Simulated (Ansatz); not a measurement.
in.yaml

```yaml
crystal:
  periodic: [false, false, false]
  atoms:
    - {symbol: Si, position_ang: [0.000310, -0.029186, -0.028984]}
    - {symbol: H, position_ang: [-0.021093, 1.985920, 1.972138]}
    - {symbol: H, position_ang: [-0.016187, -1.106818, 1.056003]}
    - {symbol: H, position_ang: [0.016807, 1.048446, -1.113971]}
    - {symbol: H, position_ang: [0.011835, -1.114293, -1.106560]}
basis:
  gaussian: {orbitals: def2-mTZVP}
magnetization: {spin_polarized: false, initial_magnetization: 2}
correlation: {method: fic_mrcisd_q_relaxed, electrons: outside_noble_gas, active_space: {window: {electrons: 6, orbitals: 4}}}
accuracy: high
```

```sh
$ ansatz run in.yaml --threads 1 --pin off --events-out ev --progress --plain --max-ram 2393MiB
```

Log:

```
640 factors; integrals over basis functions are off by at most 3.8e-9 eV
mean field evaluation 1: about -7918.2624 eV, gradient 9.8e0 eV
mean field evaluation 2: about -7918.2649 eV, gradient 9.8e0 eV
mean field evaluation 4: about -7919.5858 eV, gradient 8.4e-1 eV
mean field evaluation 8: about -7919.5949 eV, gradient 5.3e-4 eV
mean field evaluation 16: about -7919.5711 eV, gradient 4.8e-1 eV
mean field -7919.59485497 eV, -291.0397428261 hartree, gradient 2.6e-8 eV, S^2 2.000000; 2 other end points of the search recorded, 0 dependent functions left out
reference -7919.59485497 eV, -291.0397428261 hartree; 10, 8 occupied and 24, 26 virtual orbitals, 640 factors
state -7919.59485497 eV, -291.0397428261 hartree
contracted CI cycle   1: correlation 0.00000000 eV, 0.0000000000 hartree, residual 1.18e1 eV
contracted CI cycle   2: correlation -2.65500748 eV, -0.0975697254 hartree, residual 2.63e0 eV
contracted CI cycle   3: correlation -2.81850162 eV, -0.1035780240 hartree, residual 8.09e-1 eV
contracted CI cycle   4: correlation -2.83344994 eV, -0.1041273645 hartree, residual 3.22e-1 eV
contracted CI cycle   5: correlation -2.83583849 eV, -0.1042151421 hartree, residual 1.38e-1 eV
contracted CI cycle   6: correlation -2.83632634 eV, -0.1042330706 hartree, residual 5.56e-2 eV
contracted CI cycle   7: correlation -2.83638866 eV, -0.1042353608 hartree, residual 2.01e-2 eV
contracted CI cycle   8: correlation -2.83639757 eV, -0.1042356880 hartree, residual 8.56e-3 eV
contracted CI cycle   9: correlation -2.83639896 eV, -0.1042357392 hartree, residual 3.17e-3 eV
contracted CI cycle  10: correlation -2.83639914 eV, -0.1042357458 hartree, residual 1.02e-3 eV
contracted CI cycle  11: correlation -2.83639916 eV, -0.1042357464 hartree, residual 3.52e-4 eV
contracted CI cycle  12: correlation -2.83639916 eV, -0.1042357465 hartree, residual 1.09e-4 eV
contracted CI cycle  13: correlation -2.83639916 eV, -0.1042357465 hartree, residual 3.74e-5 eV
contracted CI cycle  14: correlation -2.83639916 eV, -0.1042357465 hartree, residual 1.20e-5 eV
contracted CI cycle  15: correlation -2.83639916 eV, -0.1042357465 hartree, residual 4.26e-6 eV
contracted CI cycle  16: correlation -2.83639916 eV, -0.1042357465 hartree, residual 1.86e-6 eV
state -7919.59485497 eV, -291.0397428261 hartree; corrected -7922.66922729 eV, -291.1527239248 hartree
WARN: 2 active orbitals are nearly empty or full. The corrections depend on them more than the energy does, and are more stable in an active space without them
Total energy: -7922.66922729 eV, -291.1527239248 hartree
```

Ran on 1 thread of Arm Neoverse V1, shared host: 1.1 s wall, 0.09 GiB peak host memory.
